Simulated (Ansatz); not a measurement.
The cluster Li₂N⁺, relaxed as a singlet with RKS PBE0-D4/def2-TZVP in Ansatz, starting from the PBE0-D4/def2-TZVP geometry of the neutral doublet. Force threshold 0.02 eV/Å.

A triplet lies near this restricted singlet, and broken spin symmetry wasn't tried. At PBE0-D4/def2-TZVP a triplet of charge 1 lies 1.96 eV below the restricted singlet, each at its own geometry. The structure comes from a short search, and lower isomers may exist.

Start:

```xyz
3

Li    1.487   -0.374   -0.842
Li   -1.489    0.375    0.838
N     0.001   -0.002    0.003
```

| step | energy (eV) | largest force component (eV/Å) | SCF passes |
| --- | --- | --- | --- |
| 1 | -1887.3532 | 1.017 | 315 |
| 2 | -1887.4960 | 0.451 | 39 |
| 3 | -1887.5416 | 0.030 | 107 |
| 4 | -1887.5418 | 0.001 | 110 |

Force components are those of the run's own axes.

End:

```xyz
3

Li    1.612   -0.405   -0.910
Li   -1.612    0.406    0.909
N     0.000    0.000    0.000
```

By distances, no bond broke or formed. The bond that changes most is Li2–N3, from 1.75 to 1.89 Å (atoms count from 1).

No frequencies were taken in this run, so the end may be a saddle point.

Hardware: 4 threads of Arm Neoverse V2 on a shared host. Wall time 7 s.
